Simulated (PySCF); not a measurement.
# NaB: from the state search to spectroscopic constants

An exercise on one series of results from a longer session: the logs are not shown, and one member is left open.

The runs use PySCF 2.14.0; Na def2-SVP, B def2-SVP, no relativity.

Set-up of the first run:

Settings of the job:

```json
{
 "atoms": "Na, B",
 "charge": "0",
 "basis": "Na def2-SVP, B def2-SVP",
 "Hamiltonian": "no relativity",
 "basis functions": "29",
 "electrons treated": "16",
 "masses in u": "22.9898, 11.0093",
 "levels": "PBE0, PBE, r²SCAN, BHandHLYP, B97-3, revPBE, HF, MP2, SCS-MP2, CCSD, CCSD(T)",
 "grid": "80 radial by 434 angular points",
 "occupations": "held fixed by the projection of orbital angular momentum",
 "dissociation limit": "Na + B, each in its ground configuration",
 "starting distance in angstrom": "2.390",
 "values of 2S to try": "0, 2"
}
```

Command:

```
$ OMP_NUM_THREADS=1 python dia.py task.json out
```

Steps of the session up to this table: Set-up; The PBE0 curve of the state that the search chose; Other states along the same grid; PBE (GGA); r²SCAN (meta-GGA); BHandHLYP; B97-3 (global hybrid GGA); revPBE; UHF (mean field); Correlated methods on the Hartree–Fock reference.

One table of the session follows, with a row left open; its other results are not shown here.

Energy (eV) from each level's lowest point:

| R (Å) | UHF | UHF-MP2 | UHF-SCS-MP2 | UHF-CCSD | UHF-CCSD(T) |
| --- | --- | --- | --- | --- | --- |
| 2.145 | 0.342 | 0.316 | 0.314 | n/a | n/a |
| 2.245 | 0.159 | 0.144 | 0.142 | 0.148 | 0.150 |
| 2.344 | 0.054 | 0.047 | 0.046 | 0.051 | 0.052 |
| 2.419 | 0.015 | 0.012 | 0.011 | 0.014 | 0.015 |
| 2.494 | 0.000 | 0.000 | 0.000 | 0.000 | 0.000 |
| 2.569 | 0.004 | 0.007 | 0.007 | 0.003 | 0.002 |
| 2.669 | ? | ? | ? | ? | ? |
| 2.793 | 0.081 | 0.105 | 0.102 | 0.075 | 0.075 |
| 2.943 | 0.149 | 0.207 | 0.196 | 0.148 | 0.150 |
| 3.142 | 0.223 | 0.344 | 0.311 | n/a | n/a |

**Question.** Estimate the row for R (Å) = 2.669.

Worked estimate for «UHF». A straight line through the neighbours (2.569, 0.004) and (2.793, 0.081) gives 0.004 + (0.081 − 0.004) × (2.669 − 2.569) / (2.793 − 2.569) = 0.038; a parabola fitted to 4 rows on both sides gives 0.034.

As computed: UHF: 0.030; UHF-MP2: 0.039; UHF-SCS-MP2: 0.039; UHF-CCSD: 0.026; UHF-CCSD(T): 0.026. In «UHF» the line misses by +0.008 and the parabola by +0.004.
